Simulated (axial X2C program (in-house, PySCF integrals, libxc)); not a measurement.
## Working with the constants of P₂⁻

A bond curve at the PBE0 level, with spin–orbit coupling, was computed with an in-house relativistic program for diatomic molecules (basis P dyall-av3z [9s8p3d2f] (cores contracted in-house)) for the state Ω = 1/2 (⟨Sz⟩ = -0.50, ⟨Lz⟩ = 1.00 at PBE0). Its fit gives Re = 1.9744 Å, ωe = 693.3 cm⁻¹, ωexe = 2.22 cm⁻¹ and αe = 1.310e-03 cm⁻¹; the masses are 30.9738 and 30.9738 u. Two-component means X2C with spin–orbit coupling and atomic mean-field Coulomb and Gaunt terms.

Q: Find the reduced mass, Be and the force constant.

A: From the PBE0 values: μ = 15.4869 u. Be = 16.8576/(μ Re²) = 0.2792 cm⁻¹. k = 5.8918×10⁻⁷ μ ωe² = 4.39 mdyn/Å.

Q: Estimate De from a Morse curve and compare with the computed well depth of 4.679 eV to P- + P.

A: De(Morse) = ωe²/(4ωexe) = 6.711 eV against 4.679 eV computed, a ratio of 1.43. The extrapolation overshoots: the well softens faster than a Morse curve, or the lowest atomic limit lies below the one to which the curve heads.

Q: Where do the fundamental and the first overtone lie?

A: ν(1←0) = ωe − 2ωexe = 688.9 cm⁻¹; ν(2←0) = 2ωe − 6ωexe = 1373.3 cm⁻¹.

Q: Estimate the centrifugal constant by the Kratzer relation.

A: D = 4Be³/ωe² = 1.81e-07 cm⁻¹.

Q: A Morse curve ties αe to the other constants (Pekeris). How well does that hold?

A: αe(Morse) = 6Be²/ωe × (√(ωexe/Be) − 1) = 1.228e-03 cm⁻¹; the PBE0 curve gives 1.310e-03 cm⁻¹, a ratio of 0.94.

The state is one determinant whose occupation by symmetry is held fixed; it was picked as the lowest of a PBE0 search that is not exhaustive. De is counted from the lowest determinant-based energies of the atoms at the same level, without counterpoise correction. Density functionals use the spin component along the axis (collinear). In 2c an atomic determinant is not the ground J level, so De misses part of the atomic spin–orbit lowering. This holds for PBE0. Without a current term, density functionals place determinants with orbital angular momentum somewhat too high. The highest occupied level of some functionals is positive through self-interaction error; at Hartree–Fock it is bound.
